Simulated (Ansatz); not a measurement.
# Structure relaxation of Tl2Pb

All numbers below come from DFT PBE, scalar-relativistic, plane waves, PAW (Ansatz 0.2.0). Cutoff 420 eV, Γ-centred k mesh, Gaussian smearing, no spin polarisation in the final step.

The start puts Tl2Pb on the sites of a reported TbCd2 cell (P6/mmm, No. 191), with Pb in place of Tb, Tl in place of Cd, at a guessed volume.

```
CELL_PARAMETERS angstrom
5.13362 0.00000 0.00000
-2.56681 4.44584 0.00000
0.00000 0.00000 3.61080
ATOMIC_POSITIONS crystal
Tl 0.33333 0.66667 0.50000
Tl 0.66667 0.33333 0.50000
Pb 0.00000 0.00000 0.00000
```

Steps on the 6×6×6 mesh (3 atoms). 6 of 6 steps are shown, and the free energy counts from the last. Trial steps that were taken back and renewals of the plane-wave basis can be among the rows.

| step | ΔF (meV/atom) | V (Å³/atom) | P (GPa) |
| --- | --- | --- | --- |
| 1 | 126.2 | 27.47 | 7.22 |
| 2 | 28.2 | 30.63 | 1.61 |
| 3 | 9.8 | 31.61 | 0.36 |
| 4 | 2.7 | 31.85 | -0.01 |
| 5 | 1.1 | 31.80 | 0.01 |
| 6 | 0.0 | 31.80 | 0.05 |

A final relaxation ran on a 12×12×14 mesh. The relaxed crystal, P6/mmm (No. 191):

```
Tl Pb
1.0
     5.71747    0.00000    0.00000
    -2.85873    4.95147    0.00000
     0.00000    0.00000    3.37382
Tl Pb
2 1
Direct
  0.33333 0.66667 0.50000
  0.66667 0.33333 0.50000
  0.00000 0.00000 0.00000
```

For Tl2Pb, the volume per atom is 31.84 Å³ and the density is 10.71 g/cm³. The energy over the elements is 0.03 eV/atom and the gap on the 12×12×14 mesh is 0 eV (a metal).

The zero of energy is the elements' standard structures at the same level; no fitted shifts are applied.

The final run used a 12×12×14 mesh on its 3-atom cell and 0.10 eV smearing. For metals, differences of a few meV/atom aren't resolved. Spin–orbit coupling is left out.

Symmetry constrained the relaxation, so the result can be a saddle point.

Cost: 3 runs of about 1.4 core-minutes in all, on Intel Xeon Platinum 8375C (Ice Lake) (shared hosts).